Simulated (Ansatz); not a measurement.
## A Morse fit to a bond in SnH2, triplet, and a point to predict

Starting geometry (PBE0/def2-TZVP stationary point for this spin, which needn't be the lowest; state B1):

```yaml
atoms:
  - { symbol: Sn, position_ang: [0.0000, -0.0144, 0.0000] }
  - { symbol: H, position_ang: [0.0000, 0.8475, -1.4828] }
  - { symbol: H, position_ang: [0.0000, 0.8475, 1.4828] }
```

Atom H2 moves along the line of the distance Sn1-H2, all else staying in place. Energies are in eV from the starting point at each level.

Basis def2-SVP with its core potentials; Ansatz 0.2.0. Only valence electrons are correlated (noble-gas cores and the filled d shells of p-block atoms frozen). No spin–orbit coupling is included; scalar relativity enters through the core potentials alone.

Full CI is exact within this basis and frozen core; it isn't the basis-set limit.

```tsv
distance Sn1-H2 (Å)	full CI
1.402	1.109
1.530	0.335
1.715	0.000
1.926	0.184
2.108	0.531
2.382	1.075
2.691	?
3.100	1.619
3.786	1.638
4.682	1.639
5.791	1.639
```

A Morse curve E(r) = E0 + De (1 − exp(−a (r − re)))² is laid through the three points about the minimum (1.530, 1.715, 1.926 Å), with E0 + De set to the last point:

```
  level  re (Å)  a (1/Å)  E0 (eV)  De (eV)  k = 2 De a² (eV/Å²)
full CI   1.719    1.973    0.000    1.639                 12.8
```

Q: Use the full-CI fit to predict the withheld energy at 2.691 Å.

A: exp(−1.973 × (2.691 − 1.719)) = 0.1469; E = 0.000 + 1.639 × (1 − 0.1469)² = 1.193 eV. Full CI in def2-SVP gives 1.467 eV, so the Morse form is 0.274 eV too low there (16.7 % of De). So large a miss says that the curve isn't Morse-like here, as when the state changes its character along the stretch. At the other points past the fit it misses by up to 0.20 eV (at 2.382 Å), so the curve isn't Morse-like throughout.

De here is the energy of pulling rigid fragments apart in this basis, without relaxation or zero-point terms.
